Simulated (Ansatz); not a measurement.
System: fcc Ir. Method: LDA (PAW; Ansatz, a quantum-chemistry and plane-wave program).

Settings: plane-wave cutoff 500 eV, 32×32×32 k mesh, Fermi–Dirac smearing 0.1 eV, no spin polarisation, scalar-relativistic PAW data made under PBE.

Computed at the level's own relaxed cell.

Problem. Predict the volume per atom and lattice parameter a.

Solution. 
- volume per atom = 13.84 Å³/atom
- lattice parameter a = 3.812 Å

Measured, for comparison: equilibrium volume per atom 14.06 Å³/atom, lattice constant a 3.831 Å (static lattice: zero-point anharmonic expansion removed; as tabulated in Mejia-Rodriguez and Trickey (2018), arXiv:1807.09216). Computed (rounded) less measured: equilibrium volume per atom -1.6 %, lattice constant a -0.5 %.

Spin–orbit coupling is not included.

Computed values are for the static lattice.

The result took around 80 core-seconds (rough).
